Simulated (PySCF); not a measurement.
Molecule: 2,2,2-trifluoroethanol (SMILES OCC(F)(F)F).

Geometry:
| atom | x (Å) | y (Å) | z (Å) |
| --- | --- | --- | --- |
| O1 | -0.734 | -0.876 | -1.135 |
| C2 | -0.682 | 0.127 | -0.177 |
| C3 | 0.614 | 0.093 | 0.605 |
| F4 | 1.659 | 0.180 | -0.234 |
| F5 | 0.684 | 1.120 | 1.454 |
| F6 | 0.757 | -1.030 | 1.302 |
| H7 | -0.008 | -0.738 | -1.754 |
| H8 | -1.509 | -0.026 | 0.532 |
| H9 | -0.781 | 1.149 | -0.593 |

Spin–spin couplings on one PBE0-D3(BJ)/def2-SVP geometry, PySCF 2.14.0 with density-fitted response routines, gas phase, non-relativistic, equivalent pairs averaged; isotopes 13C, 1H; basis pcJ-1.

Reference values (Hz): 1J(C2,H8) = 147.5 (measured; liquid or solution (compiled); San Fabian, Garcia de la Vega, Suardiaz et al., Magn. Reson. Chem. 2013, 51, 775 (SI)).

Question: How do the couplings (Hz) change with the functional? Times are CPU seconds on shared hosts with different chips, so compare them loosely.

Answer: 
| functional | functions | 1J(C2,H8) | abs. error | core-s |
| --- | --- | --- | --- | --- |
| HF | 192 | 181.9 | 34.4 | 14 |
| LDA | 192 | 113.4 | 34.1 | 14 |
| PBE | 192 | 136.4 | 11.1 | 23 |
| KT2 | 192 | 144.4 | 3.1 | 23 |
| B3LYP | 192 | 149.7 | 2.2 | 32 |
| PBE0 | 192 | 141.6 | 5.9 | 35 |
| B97-2 | 192 | 135.4 | 12.1 | 37 |
| BHandHLYP | 192 | 161.5 | 14.0 | 22 |
| CAM-B3LYP | 192 | 147.4 | 0.1 | 51 |

Errors compare magnitudes, without vibrational corrections. Closest: CAM-B3LYP; furthest: HF.
